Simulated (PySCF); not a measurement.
# CCSDT(Q)/STO-6G run of BH2Cl (SMILES BCl)

Aim: the energy change on altering one bond length of BH2Cl at CCSDT(Q)/STO-6G, from 2 runs. The job is set up through a Python script.

Program for the calculation: PySCF 2.14.0.

8 further runs of the same task are left out: 8 set aside as unsound or not needed.

### Step 1. The system as given

BH2Cl has 4 atoms, charge 0, and is taken as a singlet. SMILES: `BCl`. The coordinates come from a PBE0-D4/def2-TZVP relaxation.

Bond lengths: B1–Cl2 1.733 Å, B1–H3 1.190 Å, B1–H4 1.190 Å. Angles: Cl2–B1–H3 118.1°, Cl2–B1–H4 118.1°, H3–B1–H4 123.7°.

### Step 2. A single-point energy at CCSDT(Q)/STO-6G

The input, mol.xyz:

```xyz
4
BClH2
B     -0.116700     0.021700    -0.075300
Cl     1.365000    -0.395300     0.721200
H     -1.106200    -0.559500     0.240400
H     -0.086600     0.872800    -0.906600
```

The input, job.py:

```python
from pyscf import gto, scf, cc

mol = gto.M(
    atom='mol.xyz',
    verbose=4,
    basis='sto-6g',
    max_memory=1860,
)

hf = scf.RHF(mol)
hf.conv_tol = 1e-10
hf.kernel()
if not hf.converged:
    hf = hf.newton().run(hf.mo_coeff, hf.mo_occ)

mycc = cc.CCSDT(hf, frozen=6)
mycc.kernel()
e_bracket, e_q = mycc.ccsdt_q()
energy = mycc.e_tot + e_q
print('E(%s) = %.9f' % ('CCSDT(Q)', energy))
```

Started as:

```console
$ OMP_NUM_THREADS=1 python job.py
```

Log:

```text
PySCF version 2.14.0

[INPUT] num. atoms = 4
[INPUT] num. electrons = 24
[INPUT] charge = 0
[INPUT] spin (= nelec alpha-beta = 2S) = 0
[INPUT] symmetry False subgroup None
[INPUT] Mole.unit = angstrom
[INPUT] Symbol           X                Y                Z      unit          X                Y                Z       unit  Magmom
[INPUT]  1 B     -0.116700000000   0.021700000000  -0.075300000000 AA   -0.220531038737   0.041007056903  -0.142296377180 Bohr   0.0
[INPUT]  2 Cl     1.365000000000  -0.395300000000   0.721200000000 AA    2.579476160031  -0.747008737041   1.362870481036 Bohr   0.0
[INPUT]  3 H     -1.106200000000  -0.559500000000   0.240400000000 AA   -2.090415038994  -1.057301766694   0.454290160345 Bohr   0.0
[INPUT]  4 H     -0.086600000000   0.872800000000  -0.906600000000 AA   -0.163650282387   1.649352961520  -1.713225704531 Bohr   0.0

nuclear repulsion = 37.7830159999581
number of shells = 10
number of NR pGTOs = 96
number of NR cGTOs = 16
basis = sto-6g
ecp = {}

******** <class 'pyscf.scf.hf.RHF'> ********
method = RHF
initial guess = minao
damping factor = 0
level_shift factor = 0
DIIS = <class 'pyscf.scf.diis.CDIIS'>
diis_start_cycle = 1
diis_space = 8
diis_damp = 0
SCF conv_tol = 1e-10
SCF conv_tol_grad = None
SCF max_cycles = 50
direct_scf = True
direct_scf_tol = 1e-13
Set gradient conv threshold to 1e-05
Initial guess from minao.
init E= -483.515871306449
  HOMO = -0.32278754286714  LUMO = 0.131739157026562  gap/eV = 12.36830
cycle= 1 E= -483.75014898574  delta_E= -0.234  |g|= 0.284  |ddm|= 2.04
  HOMO = -0.365547564893352  LUMO = 0.142096590933797  gap/eV = 13.81370
cycle= 2 E= -483.790085202789  delta_E= -0.0399  |g|= 0.0619  |ddm|= 0.61
  HOMO = -0.392307383091488  LUMO = 0.203926726961678  gap/eV = 16.22436
cycle= 3 E= -483.791798930273  delta_E= -0.00171  |g|= 0.0158  |ddm|= 0.109
  HOMO = -0.393182206412301  LUMO = 0.201309002894794  gap/eV = 16.17693
cycle= 4 E= -483.791958934086  delta_E= -0.00016  |g|= 0.00172  |ddm|= 0.0416
  HOMO = -0.392725189301182  LUMO = 0.201329073221859  gap/eV = 16.16504
cycle= 5 E= -483.791962385403  delta_E= -3.45e-06  |g|= 0.000481  |ddm|= 0.00575
  HOMO = -0.392747045922668  LUMO = 0.201392034759898  gap/eV = 16.16735
cycle= 6 E= -483.791962625302  delta_E= -2.4e-07  |g|= 4.26e-05  |ddm|= 0.00188
  HOMO = -0.392746955679094  LUMO = 0.201383657937571  gap/eV = 16.16712
cycle= 7 E= -483.791962626814  delta_E= -1.51e-09  |g|= 3.72e-06  |ddm|= 0.000144
  HOMO = -0.392747676918755  LUMO = 0.201384257902639  gap/eV = 16.16715
cycle= 8 E= -483.791962626823  delta_E= -8.75e-12  |g|= 2.32e-07  |ddm|= 9.32e-06
  HOMO = -0.392747628286174  LUMO = 0.201384331896227  gap/eV = 16.16715
Extra cycle  E= -483.791962626822  delta_E= 5.68e-13  |g|= 5.46e-08  |ddm|= 4.79e-07
converged SCF energy = -483.791962626822

******** <class 'pyscf.cc.rccsdt.RCCSDT'> ********
RCCSDT nocc = 6, nmo = 10
Allocating only the i<=j<=k part of the T3 amplitude in memory
frozen orbitals 6
max_cycle = 50
conv_tol = 1e-07
conv_tol_normt = 1e-06
diis with the T3 amplitude
diis_space = 6
diis_start_cycle = 0
diis_start_energy_diff = 1e+09
einsum_backend: numpy
_make_eris_incore_RCCSDT
blksize  6    blksize_oovv  4    blksize_oooo  4    blksize_vvvv  1

WARN: A large `blksize` is being used, which may cause large memory consumption
      for storing contraction intermediates. If memory is sufficient, consider using
      `pyscf.cc.rccsdt_highm.RCCSDT` instead.

WARN: A large `blksize_oovv` is being used, which may cause large memory consumption
      for storing contraction intermediates. If memory is sufficient, consider using
      `pyscf.cc.rccsdt_highm.RCCSDT` instead.

WARN: A large `blksize_oooo` is being used, which may cause large memory consumption
      for storing contraction intermediates. If memory is sufficient, consider using
      `pyscf.cc.rccsdt_highm.RCCSDT` instead.

Approximate memory usage estimate
    T3 memory                28.0 KB
    R3 memory                28.0 KB
    Symmetrized T3 memory    21.0 KB
    ERIs memory              78.1 KB
    T1-ERIs memory           78.1 KB
    Intermediates memory     78.1 KB
    Block workspace          80.0 KB
    T3 einsum buffer         80.0 KB
Total estimated memory        471 KB
Init t2, MP2 energy = -483.836419722917  E_corr(MP2) -0.044457096094
Init E_corr(RCCSDT) = -0.0444570960943375
cycle =  1  E_corr(RCCSDT) = -0.053808448468  dE = -9.351352373597e-03  norm(d tamps) = 4.72898915e-02
cycle =  2  E_corr(RCCSDT) = -0.058935863212  dE = -5.127414744341e-03  norm(d tamps) = 2.05934813e-02
cycle =  3  E_corr(RCCSDT) = -0.060145365863  dE = -1.209502650868e-03  norm(d tamps) = 1.00441077e-02
cycle =  4  E_corr(RCCSDT) = -0.061788229870  dE = -1.642864006937e-03  norm(d tamps) = 5.48592938e-03
cycle =  5  E_corr(RCCSDT) = -0.061695508256  dE =  9.272161394647e-05  norm(d tamps) = 1.40765538e-03
cycle =  6  E_corr(RCCSDT) = -0.061688629575  dE =  6.878681141270e-06  norm(d tamps) = 2.66145218e-04
cycle =  7  E_corr(RCCSDT) = -0.061685325664  dE =  3.303910575181e-06  norm(d tamps) = 1.01413458e-04
cycle =  8  E_corr(RCCSDT) = -0.061685711460  dE = -3.857955283640e-07  norm(d tamps) = 2.52523902e-05
cycle =  9  E_corr(RCCSDT) = -0.061685752200  dE = -4.074015681060e-08  norm(d tamps) = 9.66999984e-06
cycle = 10  E_corr(RCCSDT) = -0.061685864242  dE = -1.120420932213e-07  norm(d tamps) = 3.64886206e-06
cycle = 11  E_corr(RCCSDT) = -0.061685871654  dE = -7.411948381442e-09  norm(d tamps) = 9.48486047e-07
RCCSDT converged
E(RCCSDT) = -483.8536484984766   E_corr = -0.06168587165414469
E_corr(same-spin) = -0.00572311776642968
E_corr(oppo-spin) = -0.055962753887715
_make_eris_incore_RCCSDT
[Q] correction =  1.947387902969e-04    (Q) correction =  2.627140221479e-05
E(CCSDT(Q)) = -483.853622227
```

Run time: 1.3 s. Hardware: 1 thread of Arm Neoverse V1, shared host; peak memory 0.1 GiB.

### Step 3. The distorted shape

The input, job.py:

```python
from pyscf import gto, scf, cc

mol = gto.Mole()
mol.atom = [
    ('B', (-0.152820, -0.999606, 0.922247)),
    ('Cl', (1.328880, -1.416606, 1.718747)),
    ('H', (-1.142320, -1.580806, 1.237947)),
    ('H', (-0.086600, 0.872800, -0.906600)),
]
mol.charge = 0
mol.spin = 0
mol.verbose = 3
mol.basis = 'sto-6g'
mol.max_memory = 1860
mol.build()

hf = scf.RHF(mol)
hf.conv_tol = 1e-10
hf.kernel()
if not hf.converged:
    hf = hf.newton().run(hf.mo_coeff, hf.mo_occ)

mycc = cc.CCSDT(hf, frozen=6)
mycc.kernel()
e_bracket, e_q = mycc.ccsdt_q()
e_final = mycc.e_tot + e_q
print('E = %.10f Eh' % e_final)
```

Started as:

```console
$ OMP_NUM_THREADS=1 python job.py
```

Log:

```text
converged SCF energy = -483.473789350479
_make_eris_incore_RCCSDT

WARN: A large `blksize` is being used, which may cause large memory consumption
      for storing contraction intermediates. If memory is sufficient, consider using
      `pyscf.cc.rccsdt_highm.RCCSDT` instead.

WARN: A large `blksize_oovv` is being used, which may cause large memory consumption
      for storing contraction intermediates. If memory is sufficient, consider using
      `pyscf.cc.rccsdt_highm.RCCSDT` instead.

WARN: A large `blksize_oooo` is being used, which may cause large memory consumption
      for storing contraction intermediates. If memory is sufficient, consider using
      `pyscf.cc.rccsdt_highm.RCCSDT` instead.

RCCSDT converged
E(RCCSDT) = -483.6657842013086   E_corr = -0.1919948508292984
E_corr(same-spin) = -0.00593601482202808
E_corr(oppo-spin) = -0.18605883600727
_make_eris_incore_RCCSDT
E = -483.6659158468 Eh
```

It took 1.4 s on 1 thread of Arm Neoverse V1, shared host; peak memory 0.1 GiB.

### Step 4. Results

At CCSDT(Q)/STO-6G, 6 core orbitals frozen:

| quantity | value |
| --- | --- |
| first shape: total energy | -483.85362 Eh |
| first shape: dipole moment (Hartree–Fock density) | 1.51 D |
| first shape: HOMO energy (Hartree–Fock orbitals) | -10.69 eV |
| first shape: LUMO energy (Hartree–Fock orbitals) | 5.48 eV |
| first shape: HOMO–LUMO gap (Hartree–Fock orbitals) | 16.17 eV |
| first shape: correlation energy (6 core orbitals frozen) | -61.7 mEh |
| first shape: T1 diagnostic | 0.014 |
| distorted shape: total energy | -483.66592 Eh |
| distorted shape: dipole moment (Hartree–Fock density) | 1.21 D |
| distorted shape: HOMO energy (Hartree–Fock orbitals) | -6.11 eV |
| distorted shape: LUMO energy (Hartree–Fock orbitals) | 2.85 eV |
| distorted shape: HOMO–LUMO gap (Hartree–Fock orbitals) | 8.97 eV |
| distorted shape: correlation energy (6 core orbitals frozen) | -192.1 mEh |
| distorted shape: T1 diagnostic | 0.020 |
| energy change with the B1–H4 bond stretched from 1.190 to 2.618 Å | 5.108 eV |

What this shows: With the B1–H4 bond stretched from 1.190 to 2.618 Å the energy rises by 5.11 eV (493 kJ/mol). The first shape isn't relaxed at this level, so the change isn't measured from a minimum. The minimal basis adds a large error of its own.
